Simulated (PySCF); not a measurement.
# BHClO (SMILES O[B]Cl) at UPBE/STO-6G

Aim: the energy change on altering one bond length of BHClO at UPBE/STO-6G, from 2 runs. The job is set up through a Python script.

The calculation is run with PySCF 2.14.0.

6 further runs of the same task are left out: 6 set aside as unsound or not needed.

## (1) The molecule

BHClO has 4 atoms, charge 0, and is taken as a doublet. As SMILES, `O[B]Cl`. The shape is that of a PBE0-D4/def2-TZVP optimisation.

Bond lengths: O1–B2 1.334 Å, B2–Cl3 1.740 Å, O1–H4 0.961 Å. Angles: O1–B2–Cl3 122.2°, B2–O1–H4 113.5°.

## (2) The energy at UPBE/STO-6G

The input, calc.py:

```python
from pyscf import gto, dft

mol = gto.M(
    atom='O 0.545600 0.191100 -0.589300; B -0.429900 0.065600 0.312600; Cl -0.557200 -1.323200 1.352900; H 0.497000 1.006200 -1.096500',
    spin=1,
    verbose=3,
    max_memory=1860,
    basis='sto-6g',
    charge=0,
)

calc0 = dft.UKS(mol)
calc0.xc = 'pbe'
calc0.grids.level = 5
calc0.conv_tol = 1e-10
calc0.kernel()
if not calc0.converged:
    calc0 = calc0.newton().run(calc0.mo_coeff, calc0.mo_occ)

etot = calc0.e_tot
print('E = %.10f Eh' % etot)
```

Run with:

```bash
$ OMP_NUM_THREADS=1 python calc.py
```

What it wrote:

```text
converged SCF energy = -558.574107685364  <S^2> = 0.75301878  2S+1 = 2.0030165
E = -558.5741076854 Eh
```

Run time: 4.5 s. Hardware: 1 thread of Intel Xeon Platinum 8488C (Sapphire Rapids), shared host; peak memory 0.2 GiB.

## (3) The distorted shape, same level

The input, start.xyz:

```xyz
4

O      0.609248     0.885480    -1.109435
B     -0.366252     0.759980    -0.207535
Cl    -0.557200    -1.323200     1.352900
H      0.560648     1.700580    -1.616635
```

The input, input.py:

```python
from pyscf import gto, dft

mol = gto.M(
    atom='start.xyz',
    verbose=3,
    basis='sto-6g',
    max_memory=1860,
    spin=1,
)

mf = dft.UKS(mol, xc='pbe')
mf.grids.level = 5
mf.conv_tol = 1e-10
mf.kernel()
if not mf.converged:
    mf = mf.newton().run(mf.mo_coeff, mf.mo_occ)

e_tot = mf.e_tot
print('E(%s) = %.9f' % ('PBE', e_tot))
```

Run with:

```bash
$ OMP_NUM_THREADS=1 python input.py
```

What it wrote:

```text
converged SCF energy = -558.48376540914  <S^2> = 0.76041422  2S+1 = 2.0103872
E(PBE) = -558.483765409
```

Wall time 9 s (1 thread of Intel Xeon Platinum 8488C (Sapphire Rapids), shared host); peak memory 0.21 GiB.

## (4) What came out

At UPBE/STO-6G:

```
                                                          quantity          value
                                         first shape: total energy  -558.57411 Eh
                                        first shape: dipole moment         3.21 D
                   first shape: HOMO energy (highest over α and β)       -1.70 eV
                    first shape: LUMO energy (lowest over α and β)        1.09 eV
                                                 first shape: ⟨S²⟩          0.753
                                     distorted shape: total energy  -558.48377 Eh
                                    distorted shape: dipole moment         6.44 D
               distorted shape: HOMO energy (highest over α and β)       -3.20 eV
                distorted shape: LUMO energy (lowest over α and β)       -1.98 eV
                                             distorted shape: ⟨S²⟩          0.760
energy change with the B2–Cl3 bond stretched from 1.740 to 2.610 Å       2.458 eV
```

In words: With the B2–Cl3 bond stretched from 1.740 to 2.610 Å the energy rises by 2.46 eV (57 kcal/mol). The first shape isn't relaxed at this level, so the change isn't measured from a minimum. The minimal basis adds a large error of its own. Mulliken charges (first shape) run from -0.28 on O1 to +0.27 on H4; they depend strongly on the basis. Mulliken charges (distorted shape) run from -0.33 on Cl3 to +0.30 on H4; they depend strongly on the basis.
